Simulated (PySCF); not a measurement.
1,1-difluoroethane, C₂H₄F₂.
Atom-mapped SMILES: `[CH3:1][CH:2]([F:3])[F:4]` (hydrogens: H5, H6, H7 on C1; H8 on C2)

Geometry (PBE0-D3(BJ)/def2-SVP, Å), atoms numbered from 1 in this order:
```
atom  x, y, z in Å
C1    -0.6781   -0.1254   -0.3647
C2     0.6071    0.0817    0.3812
F3     1.6159   -0.5786   -0.2351
F4     0.9326    1.3960    0.3997
H5    -0.5624    0.2454   -1.3931
H6    -0.9308   -1.1941   -0.3948
H7    -1.4949    0.4220    0.1249
H8     0.5653   -0.2696    1.4284
```

Jobs on this species (8 atoms, 34 electrons) with PySCF (density fitting). Hardware of each: one thread, Arm Neoverse V1 (aarch64), on a shared host. Other jobs ran on the host; a repeat could differ by tens of per cent or more. Peak memory is the resident size of the whole Python process, interpreter and libraries included.

Question: Rank these jobs by wall time, shortest first.
A. delta-SCF UKS B3LYP, pcX-2 on the ionised atom, pcseg-1 elsewhere, spin-free X2C; ΔSCF core ionisation, 3 holes; 107 basis functions
B. delta-SCF UKS HF, pcX-2 on the ionised atom, pcseg-1 elsewhere, spin-free X2C; ΔSCF core ionisation, 3 holes; 107 basis functions
C. PBE0-D3(BJ)/def2-SVP, grid level 1; geometry optimisation from a GFN2-xTB start shaken at random; 76 basis functions

Answer: B (3.7 s), A (8.1 s), C (13 s).

All jobs:

```
                                                                 level and settings                                                          work  basis functions  SCF cycles  wall time  peak memory
      delta-SCF UKS HF, pcX-2 on the ionised atom, pcseg-1 elsewhere, spin-free X2C                                 ΔSCF core ionisation, 3 holes              107          44      3.7 s     0.42 GiB
     delta-SCF UKS PBE, pcX-2 on the ionised atom, pcseg-1 elsewhere, spin-free X2C                                 ΔSCF core ionisation, 3 holes              107          44      5.3 s     0.42 GiB
    delta-SCF UKS SCAN, pcX-1 on the ionised atom, pcseg-1 elsewhere, spin-free X2C                                 ΔSCF core ionisation, 3 holes               86          46      6.9 s     0.42 GiB
    delta-SCF UKS PBE0, pcX-2 on the ionised atom, pcseg-1 elsewhere, spin-free X2C                                 ΔSCF core ionisation, 3 holes              107          42      7.7 s     0.42 GiB
   delta-SCF UKS B3LYP, pcX-2 on the ionised atom, pcseg-1 elsewhere, spin-free X2C                                 ΔSCF core ionisation, 3 holes              107          42      8.1 s     0.42 GiB
delta-SCF UKS SCAN, def2-TZVP on the ionised atom, pcseg-1 elsewhere, spin-free X2C                                 ΔSCF core ionisation, 3 holes               93          47      8.1 s     0.42 GiB
 delta-SCF UKS SCAN, pcX-2 on the ionised atom, pcseg-1 elsewhere, non-relativistic                                 ΔSCF core ionisation, 3 holes              107          49      8.9 s     0.42 GiB
    delta-SCF UKS SCAN, pcX-2 on the ionised atom, pcseg-1 elsewhere, spin-free X2C                                 ΔSCF core ionisation, 3 holes              107          49      9.2 s     0.37 GiB
                                                 PBE0-D3(BJ)/def2-SVP, grid level 1  geometry optimisation from a GFN2-xTB start shaken at random               76          51       13 s     0.32 GiB
```

Question: What do all jobs in the table cost together?

Answer: About 71 s; the longest takes about 18 % of that, and about 3.5 times as long as the shortest.
